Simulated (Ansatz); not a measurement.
CH₇NSi, SMILES `CN[SiH3]`, 10 atoms. Charge 0, multiplicity 1. All runs use 2 threads of a server CPU on a shared host. Correlated methods freeze the cores.

Task: How many basis functions does each run have, and how long does it take in Ansatz? RHF-CCSD(T)/def2-SVP energy; RKS B97M-V/def2-TZVPP energy; RKS PBE0-D4/def2-TZVP frequencies; RKS SPW92/def2-TZVPP energy; RHF-CCSD(T)/def2-TZVPP energy; RKS ωB97M-V/def2-QZVPP energy; RKS HSE06-D4/def2-TZVPP energy; RHF-MP2/def2-QZVPP energy; RKS B3LYP-D4/def2-TZVPP energy and forces; RKS PBE0-D4/def2-TZVP relaxation (7 steps); RKS PBE0-D4/def2-QZVPP energy; RKS PBE0-D4/def2-SVP energy. (An estimate is asked.)

Result: The calculation gave: Other jobs shared the machine, so times are rough.

```
                  level                   job  functions  wall time  peak host memory (GiB)
   RKS PBE0-D4/def2-SVP                energy         81      2.1 s                    0.17
   RKS SPW92/def2-TZVPP                energy        202      2.9 s                    0.23
   RHF-CCSD(T)/def2-SVP                energy         81      3.6 s                    0.27
RKS HSE06-D4/def2-TZVPP                energy        202      4.1 s                    0.39
RKS B3LYP-D4/def2-TZVPP     energy and forces        202        8 s                    0.43
  RKS B97M-V/def2-TZVPP                energy        202       11 s                     0.3
 RKS PBE0-D4/def2-QZVPP                energy        394       12 s                       1
 RKS ωB97M-V/def2-QZVPP                energy        394       26 s                     1.2
  RKS PBE0-D4/def2-TZVP  relaxation (7 steps)        141       33 s                    0.28
     RHF-MP2/def2-QZVPP                energy        394       35 s                     1.8
 RHF-CCSD(T)/def2-TZVPP                energy        202       53 s                     2.5
  RKS PBE0-D4/def2-TZVP           frequencies        141    2.8 min                    0.28
```

B3LYP here is the variant with VWN-RPA as its local correlation; programs differ in this. HSE06 is defined as in plane-wave codes.
